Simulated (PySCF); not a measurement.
**How far each method lies from full CI for [H···H···SiH2], singlet**

Geometry: a point of a hydrogen-transfer path between rigid fragments, not a stationary point.

```
atom    x (Å)    y (Å)    z (Å)
   H  -2.7179   0.0549   0.0000
   H  -1.9729   0.0549   0.0000
  Si   0.1161   0.0549   0.0000
   H   0.7283  -0.8194   1.0900
   H   0.7283  -0.8194  -1.0900
```

Basis 6-31G; PySCF 2.14.0. Only valence electrons are correlated (noble-gas cores frozen), which leaves 8 electrons in 16 orbitals. R marks a restricted (for open shells ROHF) determinant, U an unrestricted one.

Full CI is exact within this basis and frozen core; it isn't the basis-set limit. The frozen core follows each run's orbitals, which can shift R against U totals by a few meV.

The UHF ⟨S²⟩ is 0.271 and the T1 diagnostic (ROHF- or RHF-based CCSD) is 0.0104. The largest doubles amplitude (ROHF- or RHF-based CCSD) is 0.105.

```csv
level,E − E(full CI) (kJ/mol),share of correlation (%),wall time
RHF,242.0,0.00,–
RMP2,74.1,69.40,–
RCCSD,3.1,98.72,–
RCCSD(T),1.0,99.59,0.55 s
RCCSDT,0.2,99.91,–
RCCSDT(Q),0.1,99.97,0.92 s
```

The correlation energy at full CI, counted from RHF, is -2.508 eV. The search over symmetries took 5 min on 1 thread of Intel Xeon, shared host; the state has 1,656,848 determinants.

Run but not shown, since their state, orbitals or frozen core can't be matched to the reference's or they repeat it: UHF, UMP2, UCCSD, UCCSD(T), UCCSDT.

Times are those of the correlated step on a shared host, with one SCF added for the restricted CCSD run; they ran on 1 thread of Intel Xeon.

The full-CI state has the irrep A' of Cs, in the program's axes.

Natural occupations of full CI about the gap: 1.975 1.971 1.961 1.923 0.056 0.040 0.028 0.021 0.008 0.005; effectively unpaired electrons, Σ n²(2−n)², 0.06.
